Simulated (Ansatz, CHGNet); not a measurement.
For corundum (α-Al2O3), the machine-learned potential CHGNet 0.3.0 (trained on PBE and PBE+U data) gives:

```
Quantity                          Result
------------------------------  --------
equilibrium lattice constant a   4.812 Å
c axis length                   13.117 Å
elastic constant C11             399 GPa
elastic constant C44             104 GPa
polycrystal shear modulus        115 GPa
```

Question: What does HSE06 (plane waves, PAW; Ansatz, a quantum-chemistry and plane-wave program) give for the same quantities?

Answer: 
- lattice constant a: 4.753 Å (decreases by 1.2 %)
- lattice parameter c: 12.979 Å (shrinks by 1.1 %)
- elastic constant C11: 501 GPa (increases by 26 %)
- elastic constant C44: 149 GPa (grows by 43 %)
- Voigt–Reuss–Hill shear modulus: 164 GPa (goes up by 43 %)

For comparison: lattice constant a 4.759 Å (measured, temperature not stated, no zero-point or thermal correction; as tabulated in Lallet et al. (2009), arXiv:0801.3594); lattice parameter c 12.991 Å (measured, temperature not stated, no zero-point or thermal correction; as tabulated in Lallet et al. (2009), arXiv:0801.3594); elastic constant C11 497 GPa (measured, temperature not stated, not corrected to a static lattice; as tabulated in Liu et al. (2023), arXiv:2002.00005); elastic constant C44 147 GPa (measured, temperature not stated, not corrected to a static lattice; as tabulated in Oses et al. (2018), arXiv:1811.08464).

Changes are worked out from the printed values.

Unless a cell is named, each level is at its own relaxed cell (CHGNet 0.3.0 8.77, HSE06 8.46 Å³/atom).

Ansatz's density-functional and Hartree–Fock values are scalar-relativistic unless marked +SOC, with PAW data made under PBE.
